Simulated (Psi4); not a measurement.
**doublet PH+ at 6 levels**

We compute a comparison of 6 runs (U-r2SCAN/cc-pVTZ, U-wB97X/cc-pVTZ, UBLYP/cc-pVTZ, UDSD-PBEP86/cc-pVTZ, UM06-2X/cc-pVTZ, UMP2/cc-pVTZ) of doublet PH+. 

Program for the calculation: Psi4 1.11.

2 further runs of the same task are left out: 1 that didn't finish, 1 set aside as unsound or not needed.

## Step 1: The system as given

The species is PH+ (2 atoms), meant as a doublet with charge +1. As SMILES of the parent species, `[PH]`. The shape is that of a PBE0-D4/def2-TZVP optimisation. That shape belongs to the parent species and isn't relaxed for this state.

Bond lengths: P1–H2 1.428 Å.

## Step 2: Energy and gradient at U-r2SCAN/cc-pVTZ (run 1)

The input, hp.xyz:

```xyz
2
HP
P      0.000000     0.000000    -0.014610
H      0.000000     0.000000     1.413680
```

The input, job.py:

```python
import psi4

psi4.set_memory(2200000000)
psi4.set_num_threads(1)
psi4.set_output_file('output.dat', False)

with open('hp.xyz') as f:
    atoms = ''.join(f.readlines()[2:])
molecule = psi4.geometry('1 2\n' + atoms + 'symmetry c1')

options = {'basis': 'cc-pVTZ', 'reference': 'uks', 'puream': True, 'e_convergence': 1e-09, 'd_convergence': 1e-08, 'scf_type': 'pk', 'dft_radial_points': 99, 'dft_spherical_points': 590, 'maxiter': 100}
psi4.set_options(options)

result, w = psi4.gradient("r2scan", return_wfn=True)
psi4.oeprop(w, "LOWDIN_CHARGES", "DIPOLE", "QUADRUPOLE", title="R2SCAN")
print('gradient / Eh bohr^-1')
print(result.np.round(6))
print(f'energy = {w.energy():.10f} Eh')
```

The run is started by

```sh
python job.py
```

output.dat:

```text
[...]
  Running in c1 symmetry.
[...]
  Nuclear repulsion =    5.557455530774563
[...]
  Multiplicity = 2
[...]
  Nalpha       = 8
  Nbeta        = 7
[...]
    Number of basis functions: 48
[...]
   @UKS iter   1:  -341.46644390444811    6.31382e-02   3.44634e-03 ADIIS/DIIS
[...]
   @UKS iter  28:  -341.47915208281700   -1.70530e-13   1.49282e-09 DIIS
[...]
   @S^2 Observed:                7.588268265E-01
[...]
  @UKS Final Energy:  -341.47915208281700
   => Energetics <=
    Nuclear Repulsion Energy =              5.5574555307745630
    One-Electron Energy =                -477.3742256006504476
    Two-Electron Energy =                 153.5553799898325451
    DFT Exchange-Correlation Energy =     -23.2177620027736431
    Empirical Dispersion Energy =           0.0000000000000000
    VV10 Nonlocal Energy =                  0.0000000000000000
    Total Energy =                       -341.4791520828169951
[...]
  -Total Gradient:
     Atom            X                  Y                   Z
    ------   -----------------  -----------------  -----------------
       1        0.000000000000    -0.000000000000     0.003015208758
       2        0.000000000000    -0.000000000000    -0.003207316005
[...]
 Multipole Moments:
 ------------------------------------------------------------------------------------
     Multipole            Electronic (a.u.)      Nuclear  (a.u.)        Total (a.u.)
 ------------------------------------------------------------------------------------
 L = 1.  Multiply by 2.5417464519 to convert [e a0] to [Debye]
 Dipole X            :         -0.0000000            0.0000000           -0.0000000
 Dipole Y            :          0.0000000            0.0000000            0.0000000
 Dipole Z            :         -0.9738954            1.3381952            0.3642998
 Magnitude           :                                                    0.3642998
 L = 2.  Multiply by 1.3450342976 to convert [e a0^2] to [Debye ang]
 Quadrupole XX       :         -8.2277034            0.0000000           -8.2277034
 Quadrupole XY       :          0.0000211            0.0000000            0.0000211
[...]
```

Standard output:

```text
gradient / Eh bohr^-1
[[ 0.       -0.        0.003015]
 [ 0.       -0.       -0.003207]]
energy = -341.4791520828 Eh
```

Wall time 50 s (1 thread of Intel Xeon at 2.50GHz (Skylake/Cascade Lake), shared host); peak memory 0.79 GiB.

## Step 3: Energy and gradient at U-wB97X/cc-pVTZ (run 2)

The input, hp.py:

```python
import psi4

psi4.set_memory('2200 MB')
psi4.set_num_threads(1)
psi4.core.set_output_file('output.dat', False)

m = psi4.geometry("""
1 2
P      0.000000     0.000000    -0.014610
H      0.000000     0.000000     1.413680
symmetry c1
""")

psi4.set_options({
    'basis': 'cc-pVTZ',
    'reference': 'uks',
    'puream': True,
    'e_convergence': 1e-09,
    'd_convergence': 1e-08,
    'scf_type': 'pk',
    'dft_radial_points': 99,
    'dft_spherical_points': 590,
    'maxiter': 100,
})

energy_value, wavefunction = psi4.gradient('WB97X', return_wfn=True)
psi4.oeprop(wavefunction, 'DIPOLE', 'LOWDIN_CHARGES', 'QUADRUPOLE', title='WB97X')
print('gradient / Eh bohr^-1')
print(energy_value.np.round(6))
print(f'energy = {wavefunction.energy():.10f} Eh')
```

The run is started by

```sh
python hp.py
```

output.dat:

```text
[...]
  Running in c1 symmetry.
[...]
  Nuclear repulsion =    5.557455530774563
[...]
  Multiplicity = 2
[...]
  Nalpha       = 8
  Nbeta        = 7
[...]
    Number of basis functions: 48
[...]
   @UKS iter   1:  -341.48446757407299   -1.26916e-01   3.49986e-03 DIIS/ADIIS
[...]
   @UKS iter  10:  -341.50694743233936   -2.01226e-11   8.26181e-09 DIIS
[...]
   @S^2 Observed:                7.545917759E-01
[...]
  @UKS Final Energy:  -341.50694743233936
   => Energetics <=
    Nuclear Repulsion Energy =              5.5574555307745630
    One-Electron Energy =                -477.4029159867180852
    Two-Electron Energy =                 147.9777606482238639
    DFT Exchange-Correlation Energy =     -17.6392476246196921
    Empirical Dispersion Energy =           0.0000000000000000
    VV10 Nonlocal Energy =                  0.0000000000000000
    Total Energy =                       -341.5069474323393592
[...]
  -Total Gradient:
     Atom            X                  Y                   Z
    ------   -----------------  -----------------  -----------------
       1       -0.000000000000     0.000000000000     0.000315074177
       2       -0.000000000000    -0.000000000000    -0.000365099812
[...]
 Multipole Moments:
 ------------------------------------------------------------------------------------
     Multipole            Electronic (a.u.)      Nuclear  (a.u.)        Total (a.u.)
 ------------------------------------------------------------------------------------
 L = 1.  Multiply by 2.5417464519 to convert [e a0] to [Debye]
 Dipole X            :          0.0000000            0.0000000            0.0000000
 Dipole Y            :         -0.0000000            0.0000000           -0.0000000
 Dipole Z            :         -0.9635698            1.3381952            0.3746254
 Magnitude           :                                                    0.3746254
 L = 2.  Multiply by 1.3450342976 to convert [e a0^2] to [Debye ang]
 Quadrupole XX       :         -8.1837415            0.0000000           -8.1837415
 Quadrupole XY       :          0.2816177            0.0000000            0.2816177
[...]
```

On the terminal:

```text
gradient / Eh bohr^-1
[[-0.        0.        0.000315]
 [-0.       -0.       -0.000365]]
energy = -341.5069474323 Eh
```

Wall time 25 s (1 thread of Intel Xeon at 2.50GHz (Skylake/Cascade Lake), shared host); peak memory 0.57 GiB.

## Step 4: The energy at UBLYP/cc-pVTZ (run 3)

The input, calc.dat:

```
memory 2.2 GB

molecule m {
  1 2
  P
  H 1 r2

  r2 = 1.42829
  symmetry c1
}

set globals {
  basis cc-pVTZ
  reference uks
  puream true
  e_convergence 1e-09
  d_convergence 1e-08
  scf_type pk
  dft_radial_points 99
  dft_spherical_points 590
  maxiter 100
}

E, wfn = energy('blyp', return_wfn=True)
oeprop(wfn, 'WIBERG_LOWDIN_INDICES', 'QUADRUPOLE', 'MAYER_INDICES')
```

The run is started by

```sh
psi4 -n 1 calc.dat calc.out
```

calc.out:

```text
[...]
  Running in c1 symmetry.
[...]
  Nuclear repulsion =    5.557455530774563
[...]
  Multiplicity = 2
[...]
  Nalpha       = 8
  Nbeta        = 7
[...]
    Number of basis functions: 48
[...]
   @UKS iter   1:  -341.50975442127543    7.53708e-02   3.71870e-03 ADIIS/DIIS
[...]
   @UKS iter   9:  -341.52116891706225   -5.00222e-12   6.85492e-09 DIIS
[...]
   @S^2 Observed:                7.535014366E-01
[...]
    Orbital Energies [Eh]
    ---------------------
    Alpha Occupied:
       1A    -76.821156     2A     -6.721410     3A     -4.957002
       4A     -4.947155     5A     -4.938919     6A     -0.881933
       7A     -0.615964     8A     -0.528514
    Alpha Virtual:
       9A     -0.518234    10A     -0.265779    11A     -0.103029
      12A     -0.072476    13A     -0.069559    14A     -0.064633
      15A     -0.057316    16A     -0.012053    17A     -0.007151
      18A     -0.004560    19A      0.122767    20A      0.235893
      21A      0.490206    22A      0.490634    23A      0.738376
      24A      0.841623    25A      0.844859    26A      0.847191
[...]
  @UKS Final Energy:  -341.52116891706225
   => Energetics <=
    Nuclear Repulsion Energy =              5.5574555307745630
    One-Electron Energy =                -477.3497432845119874
    Two-Electron Energy =                 153.5128889257738081
    DFT Exchange-Correlation Energy =     -23.2417700890986154
    Empirical Dispersion Energy =           0.0000000000000000
    VV10 Nonlocal Energy =                  0.0000000000000000
    Total Energy =                       -341.5211689170622549
[...]
 Multipole Moments:
 ------------------------------------------------------------------------------------
     Multipole            Electronic (a.u.)      Nuclear  (a.u.)        Total (a.u.)
 ------------------------------------------------------------------------------------
 L = 1.  Multiply by 2.5417464519 to convert [e a0] to [Debye]
 Dipole X            :          0.0000000            0.0000000            0.0000000
 Dipole Y            :         -0.0000000            0.0000000           -0.0000000
 Dipole Z            :         -1.0051019            1.3381952            0.3330933
 Magnitude           :                                                    0.3330933
 L = 2.  Multiply by 1.3450342976 to convert [e a0^2] to [Debye ang]
 Quadrupole XX       :         -7.9437963            0.0000000           -7.9437963
 Quadrupole XY       :         -0.7326357            0.0000000           -0.7326357
[...]
```

Run time: 13 s. Hardware: 1 thread of Intel Xeon at 2.50GHz (Skylake/Cascade Lake), shared host; peak memory 0.56 GiB.

Runs 4 to 5 aren't shown in full; the table further down has their settings and results.

## Step 5: The energy at UMP2/cc-pVTZ (run 6)

The input, calc.py:

```python
import psi4

psi4.set_memory(2200000000)
psi4.set_num_threads(1)
psi4.core.set_output_file('output.dat', False)

m = psi4.geometry("""
1 2
P
H 1 1.42829
symmetry c1
no_reorient
no_com
""")

options = {'reference': 'uhf', 'puream': True, 'e_convergence': 1e-09, 'd_convergence': 1e-08, 'scf_type': 'pk', 'num_frozen_docc': 5, 'mp2_type': 'conv', 'maxiter': 100}
psi4.set_options(options)

result = psi4.energy("mp2/cc-pVTZ")
print(f'total energy {result:.8f} hartree = {result * 27.211386:.5f} eV')
```

The run is started by

```sh
python calc.py
```

output.dat:

```text
[...]
  Running in c1 symmetry.
[...]
  Nuclear repulsion =    5.557455530774563
[...]
  Multiplicity = 2
[...]
  Nalpha       = 8
  Nbeta        = 7
[...]
    Number of basis functions: 48
[...]
   @UHF iter   1:  -340.90277917549912   -2.25744e-01   3.99045e-03 DIIS/ADIIS
[...]
   @UHF iter  12:  -340.94271766919434   -6.82121e-13   3.52998e-09 DIIS
[...]
   @S^2 Observed:                7.666266681E-01
[...]
    Orbital Energies [Eh]
    ---------------------
    Alpha Occupied:
       1A    -80.364581     2A     -7.898869     3A     -5.802046
       4A     -5.786663     5A     -5.784066     6A     -1.141023
       7A     -0.783547     8A     -0.708257
    Alpha Virtual:
       9A     -0.327072    10A     -0.100529    11A      0.038230
      12A      0.111249    13A      0.129590    14A      0.130862
      15A      0.131608    16A      0.135777    17A      0.143039
      18A      0.153410    19A      0.275036    20A      0.460741
      21A      0.717200    22A      0.721014    23A      0.987133
      24A      1.154235    25A      1.154320    26A      1.161227
[...]
  @UHF Final Energy:  -340.94271766919434
   => Energetics <=
    Nuclear Repulsion Energy =              5.5574555307745630
    One-Electron Energy =                -477.3385623744578652
    Two-Electron Energy =                 130.8383891744889524
    Total Energy =                       -340.9427176691943373
  UHF NO Occupations:
  HONO-2 :    6  A 1.9996898
  HONO-1 :    7  A 1.9919696
[...]
 Multipole Moments:
 ------------------------------------------------------------------------------------
     Multipole            Electronic (a.u.)      Nuclear  (a.u.)        Total (a.u.)
 ------------------------------------------------------------------------------------
 L = 1.  Multiply by 2.5417464519 to convert [e a0] to [Debye]
 Dipole X            :          0.0000000            0.0000000            0.0000000
 Dipole Y            :          0.0000000            0.0000000            0.0000000
 Dipole Z            :         -0.9584453            1.3381952            0.3797500
 Magnitude           :                                                    0.3797500
[...]
	SCS-MP2 Total Energy (a.u.)        :  -341.04023332967938
	SOS-MP2 Total Energy (a.u.)        :  -341.03647388242990
	SCSN-MP2 Total Energy (a.u.)       :  -340.96256755067157
[...]
	SOS-PI-MP2 Total Energy (a.u.)     :  -341.05209991796920
[...]
	MP2 Total Energy (a.u.)            :  -341.03212618863910
[...]
```

Standard output:

```text
total energy -341.03212619 hartree = -9279.95682 eV
```

Wall time 17 s (1 thread of Intel Xeon at 2.50GHz (Skylake/Cascade Lake), shared host); peak memory 0.39 GiB.

## Step 6: All runs side by side

| run | level | task | frozen core orbitals | energy (Eh) | HOMO energy (eV) | LUMO energy (eV) | ⟨S²⟩ | wall time |
| --- | --- | --- | --- | --- | --- | --- | --- | --- |
| 1 | U-r2SCAN/cc-pVTZ | gradient | 0 | -341.479152 | -15.05 | -14.04 | 0.759 | 50 s |
| 2 | U-wB97X/cc-pVTZ | gradient | 0 | -341.506947 | -18.27 | -10.56 | 0.755 | 25 s |
| 3 | UBLYP/cc-pVTZ | energy | 0 | -341.521169 | -14.38 | -14.10 | 0.754 | 13 s |
| 4 | UDSD-PBEP86/cc-pVTZ (density fitting for correlation) | energy | 5 | -341.222963 | -18.08 | -10.53 | 0.761 | 13 s |
| 5 | UM06-2X/cc-pVTZ | energy | 0 | -341.494623 | -16.79 | -11.89 | 0.754 | 19 s |
| 6 | UMP2/cc-pVTZ | energy | 5 | -341.032126 | -19.27 | -8.90 | 0.767 | 17 s |

## Step 7: Results

```
                                                         quantity          value
                                              run 6: total energy  -341.03213 Eh
run 6: HOMO energy (Hartree–Fock orbitals) (highest over α and β)      -19.27 eV
 run 6: LUMO energy (Hartree–Fock orbitals) (lowest over α and β)       -8.90 eV
               run 6: correlation energy (5 core orbitals frozen)      -89.4 mEh
                         run 6: ⟨S²⟩ of the reference determinant          0.767
```

Totals of different functionals can't be ranked against each other. All runs together took 2.3 min, the longest 50 s.
